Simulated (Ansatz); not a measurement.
System: rutile SnO2. Method: HSE06 (plane waves, PAW; Ansatz, a quantum-chemistry and plane-wave program).

Total energies, extrapolated to zero smearing (they compare only within this program, potentials and cutoff; free atoms with spin allowed, lowest state found):

```
system                energy (eV/atom)
--------------------  ----------------
rutile SnO2, relaxed        -2387.5939
free Sn atom                -6025.2010
free O atom                  -561.9592
```

Q: Work out the cohesive energy per atom.

A: E_coh = [1 × (-6025.2010) + 2 × (-561.9592)]/3 − (-2387.5939) = 4.55 eV/atom. The reference value is 4.72 eV/atom (derived here from tabulated measurements, 0 K, copied from a table, unchecked, atomisation enthalpy taken to 0 K with CODATA's H(298.15)-H(0) of solid and atoms; inputs from Wang et al. (2021), doi:10.1038/s41598-021-94550-5), not set against a level without spin–orbit coupling.

Spin–orbit coupling, which matters for such heavy atoms, is left out.

The PAW data were made under PBE.
